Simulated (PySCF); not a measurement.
Species: pentacarbon monoxide, C₅O.
Numbering: `[C-:1]#[C:2][C:3]#[C:4][C:5]#[O+:6]`

Computed with core-valence-separated Tamm–Dancoff BHandHLYP/aug-pcX-1 in PySCF, non-relativistic, gas phase, PBE0-D3(BJ)/def2-SVP geometry. BHandHLYP without relativity tends to put these K edges a few eV too low, so spacings mean more than positions.

Question: What does the O 1s absorption edge look like?

Answer: 
```json
{"E (eV)": "531.00", "f": "0.0709", "core hole on": "O6", "main final orbital": "LUMO/LUMO+1 (2 roots, f summed)", "polarisation": "across the axis"}
{"E (eV)": "535.85", "f": "0.0030", "core hole on": "O6", "main final orbital": "LUMO+2 (76 %)", "polarisation": "along the axis"}
{"E (eV)": "537.65", "f": "0.0162", "core hole on": "O6", "main final orbital": "LUMO+7/LUMO+8 (2 roots, f summed)", "polarisation": "across the axis"}
```

The first line with a tenth or more of the strongest one's intensity is at 531.00 eV (f = 0.071, sum of 2), with the hole on O6 (oxygen bonded to C), polarised across the axis: a 1s→π* resonance. It is also the strongest listed.

Question: What does the C 1s absorption edge look like?

Answer: 
```tsv
E (eV)	f	core hole on	main final orbital	polarisation
281.16	0.1463	C1	LUMO/LUMO+1 (2 roots, f summed)	across the axis
281.62	0.0011	C2	LUMO/LUMO+1 (2 roots, f summed)	across the axis
282.74	0.0125	C4	LUMO/LUMO+1 (2 roots, f summed)	across the axis
283.22	0.1225	C3	LUMO/LUMO+1 (2 roots, f summed)	across the axis
284.90	0.1384	C5	LUMO/LUMO+1 (2 roots, f summed)	across the axis
285.03	0.1225	C2	LUMO+7/LUMO+8 (2 roots, f summed)	across the axis
286.51	0.0004	C2	LUMO+2 (49 %)	–
286.55	0.1115	C4	LUMO+7/LUMO+8 (2 roots, f summed)	across the axis
287.13	0.0022	C4	LUMO+2 (91 %)	along the axis
287.54	0.0003	C2	LUMO+2 (46 %)	–
287.90	0.0245	C1	LUMO+7/LUMO+8 (2 roots, f summed)	across the axis
287.96	0.0017	C2	LUMO+4/LUMO+5 (2 roots, f summed)	across the axis
288.25	0.0076	C4	LUMO+3 (56 %)	along the axis
288.25	0.0006	C1	LUMO+3 (57 %)	–
```

The first line with a tenth or more of the strongest one's intensity is at 281.16 eV (f = 0.146, sum of 2), with the hole on C1 (carbon bonded to C), polarised across the axis: a 1s→π* resonance. It is also the strongest listed.

Roots within 0.03 eV whose holes lie on the same, on equivalent or on shared atoms are summed into one line, and the highest roots are left out, as the search may have cut off their partners. Final orbitals are the ground state's empty Kohn–Sham orbitals. A dash: too weak, shared between unlike atoms, or no plane or axis to refer to.

Question: What is the summed oscillator strength of the listed O K lines, and their intensity-weighted mean energy?

Answer: Σf = 0.090 over 3 lines from 531.00 to 537.65 eV; the weighted mean is 532.36 eV. The strongest line holds 79 % of the sum.

Only the lowest roots of each edge were sought.
